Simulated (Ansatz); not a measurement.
# AlFH3O+ (SMILES [OH2+][AlH][F]): Born-Oppenheimer dynamics

Aim: follow the atoms for 30 steps of 0.25 fs with a Langevin thermostat, with velocities drawn for 1000 K.

Computed with Ansatz 0.2.0, Gaussian basis. Level: PBE0-D4/def2-SVP.

1 further run of the same task is left out (it didn't finish).

### 1 Starting geometry

SMILES `[OH2+][AlH][F]`, 6 atoms, charge 1, spin multiplicity 1.

Atoms are counted from 1 here; the program's logs count them from 0.

Bond lengths: O1–Al2 1.819 Å, O1–H4 0.983 Å, O1–H5 0.975 Å, Al2–F3 1.622 Å, Al2–H6 1.482 Å. Angles: Al2–O1–H4 118.0°, Al2–O1–H5 133.9°, H4–O1–H5 108.1°, O1–Al2–F3 102.1°, O1–Al2–H6 116.1°, F3–Al2–H6 141.8°.

Geometry (Å):

```
O    -0.5718    0.1633   -0.6593
Al    0.5912   -0.0321    0.7252
F     0.9850   -1.6018    0.6194
H    -0.7749   -0.6270   -1.2069
H    -1.0874    0.9135   -1.0082
H     0.8580    1.1841    1.5298
```

### 2 Dynamics

File md/in.yaml:

```yaml
crystal:
  periodic: [false, false, false]
  atoms:
    - {symbol: O, position_ang: [-0.571850, 0.163340, -0.659280]}
    - {symbol: Al, position_ang: [0.591210, -0.032140, 0.725190]}
    - {symbol: F, position_ang: [0.984990, -1.601840, 0.619400]}
    - {symbol: H, position_ang: [-0.774870, -0.626950, -1.206880]}
    - {symbol: H, position_ang: [-1.087440, 0.913490, -1.008220]}
    - {symbol: H, position_ang: [0.857960, 1.184110, 1.529780]}
basis:
  gaussian: {orbitals: def2-SVP}
total_charge: 1
hamiltonian: {xc: pbe0, dispersion: d4}
md: {n_steps: 30, timestep: 0.25, temperature: 1000, ensemble: nvt_langevin, seed: 659, friction: 0.01, initial_velocities: maxwell_boltzmann}
```

Command:

```
ansatz run in.yaml --threads 2 --pin off --events-out ev --progress --plain --max-ram 3481MiB
```

Q: Predict the outcome of this session. Wanted: temperature at the start; mean temperature, second half; lowest and highest potential energy, from the first frame; largest change of potential + kinetic.

As calculated:

| quantity | value |
| --- | --- |
| length | 30 steps, 7.5 fs |
| temperature at the start | 833 K |
| mean temperature, second half | 550 K |
| lowest and highest potential energy, from the first frame | 0 and 256 meV |
| largest change of potential + kinetic | 134.1 meV |

**Reading.** The thermostat trades energy with the molecule, so the sum of potential and kinetic energy isn't conserved: it changes by -32 meV over the run. The mean temperature of the second half is still well below the 1000 K set. The temperature runs between 424 and 833 K. The molecule keeps its bonds. Under Langevin the temperature counts 3N degrees of freedom, more than the drawn velocities fill, so it starts at 833 K, not 1000 K.
